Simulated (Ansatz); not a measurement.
**How far each method lies from UCCSDT(Q) for H$_{2}$Si–GeH$_{3}$, doublet**

Geometry: displaced at random from a stationary point.

```tsv
atom	x (Å)	y (Å)	z (Å)
Si	-0.0797	0.0106	1.7086
Ge	0.0172	-0.0055	-0.6722
H	0.5620	-1.1631	2.2735
H	0.4592	1.2078	2.3033
H	-0.7911	1.2561	-1.2815
H	1.4336	-0.0059	-1.2213
H	-0.6817	-1.1914	-1.2368
```

Basis cc-pVDZ; Ansatz 0.2.0. Correlated methods freeze the noble-gas cores and the filled d shells of p-block atoms, which leaves 13 electrons in 51 orbitals. Prefix R: restricted or restricted open-shell reference; prefix U: unrestricted. No spin–orbit coupling is included, and no scalar relativity.

Full CI isn't at hand for all of this; UCCSDT(Q) serves as the reference, and is uncertain by about the last step of the cluster series.

- UHF ⟨S²⟩: 0.757
- T1 diagnostic (RCCSD): 0.0163
- largest doubles amplitude (RCCSD): 0.031
- T1 diagnostic (UCCSD): 0.0127

Q: From what is known of these methods and the diagnostics, rank them by the size of their error in total energy against UCCSDT(Q) in cc-pVDZ, smallest first (an estimate: the text doesn't fix the numbers).
A. UMP2
B. UCCSD(T)
C. UCCSD
D. UCCSDT
E. UHF

A: D (0.5 kJ/mol), B (3.6 kJ/mol), C (18.0 kJ/mol), A (139.7 kJ/mol), E (632.9 kJ/mol).

All errors are against UCCSDT(Q) in cc-pVDZ. Within each family the higher level lies nearer, as is usual though not guaranteed.
